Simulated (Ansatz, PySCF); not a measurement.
Gas-phase reaction in SMILES: OO (H2O2) + H+ → O[OH2+]
Geometries: B3LYP-D3(BJ)/def2-TZVP minima from Ansatz (a program for electronic structure), one conformer each, not searched for the lowest.
Geometry of the first species:
SMILES: OO
```xyz
4

O      0.0155     0.7238    -0.0702
O     -0.0112    -0.7261    -0.0419
H      0.8057     0.8967     0.4614
H     -0.8394    -0.8786     0.4355
```

Wanted: proton affinity (enthalpy at 298 K, with B3LYP-D3(BJ) rigid-rotor harmonic-oscillator terms from PySCF), positive where the reaction releases energy, in kJ/mol. Correlated levels leave the core frozen unless marked. Spin-orbit coupling is left out. Non-relativistic. Basis-set limits of correlation are two-point, X^-3; Hartree-Fock from the larger set.

CCSD(T)/CBS(cc-pVTZ,cc-pVQZ) (Ansatz) gives 668.4 kJ/mol.

**Question.** Another calculation gave 660.7 kJ/mol. Which level was it?
A. TPSS/def2-TZVPD (PySCF)
B. HF/def2-TZVPD (PySCF)
C. B2GP-PLYP/def2-TZVPD (Ansatz)
D. SVWN5/def2-TZVPD (Ansatz)

**Answer.** C, B2GP-PLYP/def2-TZVPD (Ansatz). The others give 672.1 (TPSS), 685.8 (HF), 646.3 (SVWN5) kJ/mol.
